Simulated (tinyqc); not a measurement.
Inside a calculation. Method: Hueckel theory of the pi electrons, for the molecule C=NC(=C)C=O (SMILES; centres numbered as the heavy atoms are written). One step of it, computed by the program tinyqc.

Question. Energy, charges, bond orders. E = sum n x; q_r = z_r - P_rr; bond order p = P_rs; free valence = sqrt(3) - sum of p over the bonds of the atom.

x values: 2.072027  1.469837  0.719060  -0.306022  -0.663606  -1.741296

occupations: 2.000000  2.000000  2.000000  0.000000  0.000000  0.000000

charge and bond-order matrix P:
```
           1C         2N         3C         4C         5C         6O
1C   0.805657   0.904458  -0.049556  -0.351979  -0.119687   0.059303
2N   0.904458   1.198052   0.368474  -0.056313   0.011077  -0.060531
3C  -0.049556   0.368474   1.016153   0.798216   0.464210  -0.094178
4C  -0.351979  -0.056313   0.798216   0.785800   0.279909  -0.334006
5C  -0.119687   0.011077   0.464210   0.279909   0.632318   0.746004
6O   0.059303  -0.060531  -0.094178  -0.334006   0.746004   1.562021
```

Centres:
```
centre  z_r, pi electrons of the neutral centre         h
1C                                            1  0.000000
2N                                            1  0.430000
3C                                            1  0.000000
4C                                            1  0.000000
5C                                            1  0.000000
6O                                            1  1.120000
```

Bonds:
```
i  j         k
1  2  0.880000
2  3  0.880000
3  4         1
3  5         1
5  6         1
```

Give: pi energy = 6 alpha + this times beta; pi charges; Bond orders and lengths from R = 1.517 - 0.180 p; free valence of the carbons; gap between the highest filled and the next level.

Answer.

pi energy = 6 alpha + this times beta = 8.5218

pi charges: 1C 0.1943, 2N -0.1981, 3C -0.0162, 4C 0.2142, 5C 0.3677, 6O -0.5620

Bond orders and lengths from R = 1.517 - 0.180 p (angstrom, C-C alone):
```
bond       p       R
1-2   0.9045       -
2-3   0.3685       -
3-4   0.7982  1.3733
3-5   0.4642  1.4334
5-6   0.7460       -
```

free valence of the carbons: 1C 0.8276, 3C 0.1011, 4C 0.9338, 5C 0.5218

gap between the highest filled and the next level = 1.0251 |beta|
